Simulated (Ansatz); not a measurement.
# How the bulk modulus B0 of rutile MnF₂ moves with the method

No measured value is used here.

### Question
Put these levels in order of the bulk modulus B0 that they give for rutile MnF₂, smallest first: LDA (Ansatz, a quantum-chemistry and plane-wave program), PBE (Ansatz), PBEsol (Ansatz).

### Answer
PBE (82.7 GPa), PBEsol (92.7 GPa), LDA (108 GPa)

Unless a cell is named, each level is at its own relaxed cell (LDA 12.17, PBE 13.49, PBEsol 12.85 Å³/atom).

Spin-polarised runs: PBE (opposed moments), PBEsol (opposed moments), LDA (opposed moments). Each level is taken at its own relaxed cell. Ansatz's density-functional and Hartree–Fock values are scalar-relativistic unless marked +SOC, with PAW data made under PBE.
